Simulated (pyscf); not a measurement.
Single points on ωB97X-D3(BJ)/def2-SVP structures (PySCF, gas phase).

Q: Estimate the classical barrier height and the reaction energy of `[SiH3][SiH2][Cl]` + `[H]` [doublet] → `[SiH3][SiH][Cl]` [doublet] + `[H][H]` at ωB97X-D3(BJ)/def2-TZVP. The step runs on the doublet surface, breaks H–Si and forms H–H; take the separated reactants as zero.

A: ΔE‡ = 4.1 kcal/mol, ΔE = -15.3 kcal/mol. ωB97M-D3(BJ)/def2-TZVP gives 4.0 kcal/mol and -15.2 kcal/mol. Zero-point energy shifts the barrier by -0.7 kcal/mol. It is a hydrogen abstraction, with an imaginary mode of 902i cm⁻¹. This is the saddle that the search found; another between the same sides may lie lower. The angle at the transferred H is 175°.
